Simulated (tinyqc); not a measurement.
Worked calculation: CCD on RHF in the sto-3g basis, for H2O, spin multiplicity 1. One step of it, computed by the program tinyqc.

Task: CCD: starting amplitudes. t_ij^ab = <ij||ab> / (e_i + e_j - e_a - e_b), whose energy is MP2.

orbital energies (hartree): MO1 -20.259902, MO2 -1.200736, MO3 -0.545480, MO4 -0.425138, MO5 -0.384582, MO6 0.455719, MO7 0.582759

Two-electron integrals over orbitals (pq|rs), unique and non-zero (hartree):
```
(11|11) 4.746810    (21|11) -0.429946   (21|21) 0.061516    (22|11) 1.021595
(22|21) -0.015448   (22|22) 0.723423    (31|31) 0.010373    (32|31) 0.016537
(32|32) 0.129805    (33|11) 0.754911    (33|21) -0.004651   (33|22) 0.610773
(33|33) 0.588762    (41|11) 0.160642    (41|21) -0.021241   (41|22) 0.012003
(41|33) 0.005338    (41|41) 0.024106    (42|11) -0.144940   (42|21) 0.007843
(42|22) -0.025275   (42|33) 0.004269    (42|41) 0.019014    (42|42) 0.130184
(43|31) -0.002285   (43|32) 0.029052    (43|43) 0.055460    (44|11) 0.938875
(44|21) -0.011253   (44|22) 0.663235    (44|33) 0.563270    (44|41) -0.008927
(44|42) -0.094893   (44|44) 0.705677    (51|51) 0.025964    (52|51) 0.033290
(52|52) 0.150875    (53|53) 0.026005    (54|51) -0.011582   (54|52) -0.042954
(54|54) 0.047947    (55|11) 1.115358    (55|21) -0.012175   (55|22) 0.755156
(55|33) 0.597549    (55|41) 0.004511    (55|42) -0.078646   (55|44) 0.692689
(55|55) 0.880159    (61|11) -0.198097   (61|21) 0.030040    (61|22) -0.002548
(61|33) 0.000434    (61|41) 0.003038    (61|42) 0.020528    (61|44) -0.015410
(61|55) -0.005398   (61|61) 0.025417    (62|11) 0.265040    (62|21) -0.006231
(62|22) 0.129832    (62|33) 0.063404    (62|41) 0.018275    (62|42) 0.032944
(62|44) 0.064774    (62|55) 0.140680    (62|61) 0.009509    (62|62) 0.093694
(63|31) 0.002393    (63|32) -0.039914   (63|43) -0.039475   (63|63) 0.078301
(64|11) 0.268720    (64|21) -0.003485   (64|22) 0.128001    (64|33) 0.047408
(64|41) 0.001637    (64|42) -0.045009   (64|44) 0.132121    (64|55) 0.149082
(64|61) -0.001385   (64|62) 0.061317    (64|64) 0.095993    (65|51) 0.013162
(65|52) 0.051521    (65|54) 0.005682    (65|65) 0.034065    (66|11) 0.770365
(66|21) -0.007341   (66|22) 0.587284    (66|33) 0.544554    (66|41) 0.017639
(66|42) 0.048573    (66|44) 0.539740    (66|55) 0.572236    (66|61) 0.008465
(66|62) 0.088896    (66|64) 0.051870    (66|66) 0.575403    (71|31) 0.014291
(71|32) 0.021731    (71|43) -0.003202   (71|63) 0.002787    (71|71) 0.019720
(72|31) 0.014831    (72|32) 0.055701    (72|43) -0.028839   (72|63) 0.029167
(72|71) 0.019535    (72|72) 0.069016    (73|11) 0.371867    (73|21) -0.006962
(73|22) 0.167153    (73|33) 0.088282    (73|41) -0.000197   (73|42) -0.075045
(73|44) 0.145408    (73|55) 0.203926    (73|61) -0.005531   (73|62) 0.068621
(73|64) 0.100102    (73|66) 0.043849    (73|73) 0.158942    (74|31) -0.007959
(74|32) -0.071027   (74|43) -0.013406   (74|63) 0.055715    (74|71) -0.010981
(74|72) -0.017635   (74|74) 0.069808    (75|53) 0.023948    (75|75) 0.025453
(76|31) 0.007611    (76|32) 0.086722    (76|43) 0.062942    (76|63) -0.069689
(76|71) 0.010263    (76|72) -0.002714   (76|74) -0.059959   (76|76) 0.113900
(77|11) 0.843265    (77|21) -0.009072   (77|22) 0.609308    (77|33) 0.579992
(77|41) 0.003575    (77|42) -0.020150   (77|44) 0.580166    (77|55) 0.610998
(77|61) -0.003852   (77|62) 0.061385    (77|64) 0.052900    (77|66) 0.546371
(77|73) 0.099662    (77|77) 0.596772
```

Give: Starting amplitudes; correlation energy.

Result:

Starting amplitudes (spin orbitals 1a, 1b, ...; amplitudes related by a flip of all spins are not repeated; the 24 largest):
```
from      to          t
3a 3b  7a 7b    -0.0704
4a 4b  6a 6b    -0.0545
3a 4b  6b 7a     0.0498
3a 3b  6a 6b    -0.0391
4a 4b  7a 7b    -0.0346
2a 2b  6a 6b    -0.0283
3a 4b  6a 7b    -0.0277
2a 3b  6a 7b    -0.0246
2a 4b  6a 6b    -0.0242
3a 4a  6a 7a     0.0221
5a 5b  6a 6b    -0.0203
2a 2b  7a 7b    -0.0193
2a 3a  6a 7a    -0.0142
5a 5b  7a 7b    -0.0132
2a 3b  6b 7a     0.0105
2a 4b  7a 7b     0.0063
1a 2b  7a 7b    -0.0009
1a 1b  6a 6b    -0.0006
1a 4b  7a 7b     0.0005
1a 1b  7a 7b  -4.73e-04
1a 2b  6a 6b  -4.25e-04
1a 3a  6a 7a   3.81e-04
1a 3b  6a 7b   2.53e-04
1a 3b  6b 7a   1.28e-04
```

correlation energy = -0.050328 hartree
